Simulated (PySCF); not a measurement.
hydrogen peroxide (H2O2), SMILES OO. Geometry: PBE-D3(BJ)/def2-TZVP.

PySCF with TDDFT-M06-2X/def2-TZVPD puts the lowest singlet excitations at 5.51, 6.78, 7.25, 8.02, 8.57, 9.42 eV.

Q: What are the lowest excitation roots from ADC(2)/aug-cc-pVDZ (PySCF)? (Estimate from the structure and the level; the computed values follow.)

A: 5.82, 6.27, 7.08, 7.36, 7.65, 8.76 eV. S1 differs by 0.30 eV (second minus first; roots are paired by order, and the bases may differ).
